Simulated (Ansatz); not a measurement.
bcc Na, relaxed in Ansatz (plane waves) with several semilocal functionals. Each gives its own volume and its own elastic constant C11:

```csv
level,V0 (Å³/atom),elastic constant C11 (GPa),ln V0,ln C11
LDA,33.318,10.35,3.5061,2.3370
PBEsol,36.298,8.992,3.5918,2.1963
r²SCAN,37.629,8.893,3.6278,2.1853
```

Task: Fit a straight line to ln C11 against ln V0. What does it predict for PBE, whose volume is 36.979 Å³/atom?

Result: With x = ln V0 and y = ln C11: means 3.57523 and 2.23953; Σ(Δx Δy) = -0.01031, Σ(Δx²) = 0.007817, so the slope is -1.32. At x = 3.6104 the line gives y = 2.23953 + (-1.32) × (3.6104 − 3.57523) = 2.1931, or 8.963 GPa. The run with PBE gives 8.835 GPa, -1.4 % from the line. The rows used scatter about it by up to 2.1 %, while the largest value lies 16 % above the smallest.

Measured: 8.2 GPa (measured, temperature not stated, not corrected to a static lattice; as tabulated in arXiv:1601.06701).

Ansatz's density-functional and Hartree–Fock values are scalar-relativistic unless marked +SOC, with PAW data made under PBE.

Ansatz is a quantum-chemistry and plane-wave program.
